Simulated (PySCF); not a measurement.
Species: diethyl ketone, C₅H₁₀O.
Bonds: C1–C2, C2–C3, C3–O4 (double), C3–C5, C5–C6. Hydrogens: H7, H8, H9 on C1; H10, H11 on C2; H12, H13 on C5; H14, H15, H16 on C6.

The same species was optimised twice, with GFN2-xTB and with PBE0-D3(BJ)/def2-SVP (PySCF), and the same property calculations (PySCF, gas phase) were run on both structures.

| coordinate | GFN2-xTB | PBE0-D3(BJ)/def2-SVP | change |
| --- | --- | --- | --- |
| C5–C6 (Å) | 1.523 | 1.515 | -0.008 |
| C1–C2 (Å) | 1.523 | 1.515 | -0.008 |
| C3=O4 (Å) | 1.203 | 1.208 | +0.005 |
| C2–C3 (Å) | 1.517 | 1.515 | -0.002 |
| C3–C5 (Å) | 1.517 | 1.515 | -0.002 |
| C2–C3–C5 (°) | 114.0 | 116.6 | +2.6 |
| C2–C3–O4 (°) | 123.0 | 121.7 | -1.3 |
| O4–C3–C5 (°) | 123.0 | 121.7 | -1.3 |
| C3–C5–C6 (°) | 112.3 | 113.5 | +1.2 |
| C1–C2–C3 (°) | 112.3 | 113.5 | +1.2 |
| C1–C2–C3–O4 (°) | 13 | 0 | -13 |
| C2–C3–C5–C6 (°) | -168 | -179 | -11 |

Rotational constants: A = 8813, B = 1989, C = 1698 MHz (GFN2-xTB) against A = 8981, B = 1967, C = 1681 MHz (PBE0-D3(BJ)/def2-SVP). Point groups within 0.08 Å: C2 and C2v. Atoms that the bonding makes alike are paired by their places after alignment.

On the GFN2-xTB structure: HOMO (eV) -7.19 [PBE0/pcSseg-1]; LUMO (eV) -0.23 [PBE0/pcSseg-1]; dipole (D) 2.71 [PBE0/pcSseg-1]; GIAO shielding of C1/C6 (mean) (ppm) 177.4 [PBE0/pcSseg-1]; GIAO shielding of C2/C5 (mean) (ppm) 147.2 [PBE0/pcSseg-1]; GIAO shielding of C3 (ppm) -28.5 [PBE0/pcSseg-1]; GIAO shielding of O4 (ppm) -309.3 [PBE0/pcSseg-1].

What do these properties become on the PBE0-D3(BJ)/def2-SVP structure?

```tsv
property	level	on GFN2-xTB	on PBE0-D3(BJ)/def2-SVP	change
HOMO (eV)	PBE0/pcSseg-1	-7.19	-7.18	+0.01
LUMO (eV)	PBE0/pcSseg-1	-0.23	-0.25	-0.02
dipole (D)	PBE0/pcSseg-1	2.71	2.73	+0.02
energy, GFN2-xTB geometry as zero (kcal/mol)	PBE0/pcSseg-1	0.0	-0.7	-0.7
GIAO shielding of C1/C6 (mean) (ppm)	PBE0/pcSseg-1	177.4	175.7	-1.7
GIAO shielding of C2/C5 (mean) (ppm)	PBE0/pcSseg-1	147.2	147.2	0.0
GIAO shielding of C3 (ppm)	PBE0/pcSseg-1	-28.5	-29.1	-0.6
GIAO shielding of O4 (ppm)	PBE0/pcSseg-1	-309.3	-325.1	-15.8
```

The heavy atoms differ by 0.082 Å rms after alignment. Among bonds between heavy atoms C1–C2 and C5–C6 change most and about equally (-0.008 Å). Changes are differences of the printed values. Neither structure is proved a minimum here.

Conformer computed: `[CH3:1][CH2:2][C:3](=[O:4])[CH2:5][CH3:6]`: C1–C2–C3–O4 0°, C2–C3–C5–C6 -179°.
